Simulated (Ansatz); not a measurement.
Take InSb in the zinc blende structure (space group F-43m, No. 216; a = 6.556 Å) as the base.

All numbers come from r2SCAN (Ansatz, a program for electronic structure), scalar-relativistic without spin-orbit coupling.

Modification: full substitution Sb → As; the structure is relaxed again.

Measured lattice parameter a: InSb 6.468 Å (static lattice; corrected from measurement; as listed in Daniel Mejia-Rodriguez, S. B. Trickey, Phys. Rev. B (2018)); InAs 6.047 Å (static lattice; corrected from measurement; as listed in Daniel Mejia-Rodriguez, S. B. Trickey, Phys. Rev. B (2018)).

### Question
How well does r2SCAN reproduce the measured shift?

### Answer
With r2SCAN the lattice parameter a moves by -0.447 Å (6.556 → 6.109) against -0.421 Å measured.

Stability against distortions was not tested. The final runs are not spin-polarised.
